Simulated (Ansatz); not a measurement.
We consider fluorite CeO₂, described by PBE in Ansatz (plane waves, PAW).

Settings: plane-wave cutoff 520 eV, 10×10×10 k mesh, Fermi–Dirac smearing 0.01 eV, no spin polarisation, scalar-relativistic PAW data made under PBE.

Cell (relaxed at this level):

```
CeO2
1.0
    0.00000     2.73206     2.73206
    2.73206     0.00000     2.73206
    2.73206     2.73206     0.00000
Ce O
1 2
Cartesian
  0.00000   0.00000   0.00000
  1.36603   1.36603   1.36603
  4.09809   4.09809   4.09809
```

Q: Predict the band gap, Γ–Γ gap and bulk modulus.

A: 
- band gap = 1.92 eV (on the SCF k mesh)
- Γ–Γ gap = 2.77 eV
- bulk modulus = 174 GPa

Measured, for comparison: band gap 3 eV (temperature not stated, no zero-point or thermal correction, O 2p to Ce 4f, our sources range from 3.00 to 3.20; as tabulated in Tran et al. (2019), arXiv:1908.01820); bulk modulus 220 ± 9 GPa (room temperature, no zero-point or thermal correction, our sources range from 220 to 230; as tabulated in High Pressure Brillouin Spectroscopy and X-ray Diffraction of Cerium Dioxide …). Computed (rounded) less measured: bulk modulus -21 % (-21 % to -24 % over the range).

Note: the bulk modulus is −V dP/dV from two relaxed cells at ±2 % in volume.

Spin–orbit coupling is not included.

Computed values are for the static lattice.

Ansatz is a quantum-chemistry and plane-wave program.
